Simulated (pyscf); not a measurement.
A first-order saddle from PySCF, ωB97X-D3(BJ)/def2-SVP:

```xyz
11

C     -0.2599    -0.4651    -0.0764
C     -1.1391     0.0416     1.0717
Zn    -0.8714     1.9120     1.5804
H     -0.7782    -1.5190    -0.7032
H     -0.3882     0.0957    -1.0202
H      0.8246    -0.3886     0.1227
H     -2.2018    -0.1054     0.8075
H     -0.9776    -0.5943     1.9606
H     -0.6560     3.3904     1.9784
F     -0.6174    -2.8356    -0.7011
H     -0.1051    -1.7874    -0.0702
```
Charge 0, spin multiplicity 1.

Surface: singlet, charge 0. Lowest wavenumbers (cm⁻¹): 2446i, 60, 84, 162, 337.

Task: What reaction is this the transition state of?

Result: `[CH3][CH2][ZnH]` + `[FH]` <-> `[CH3][CH2][ZnH]` + `[FH]`, a four-centre exchange read from left to right: C–H, F–H broken and C–H, F–H formed. At ωB97M-D3(BJ)/def2-TZVP it lies +63.7 kcal/mol from the left side and +63.7 kcal/mol from the right (each side as separated species at their lowest minima found). The same reactants have a lower exit, to H₃C–CH₂–Zn–F + H₂ (barrier +7.3 kcal/mol at ωB97M-D3(BJ)/def2-TZVP, against +63.7 kcal/mol here). Another saddle between the same species, by other bonds, lies lower (55.1 kcal/mol against 63.7 kcal/mol at ωB97M-D3(BJ)/def2-TZVP). Elements up to Kr have no core potential and no relativistic terms here.
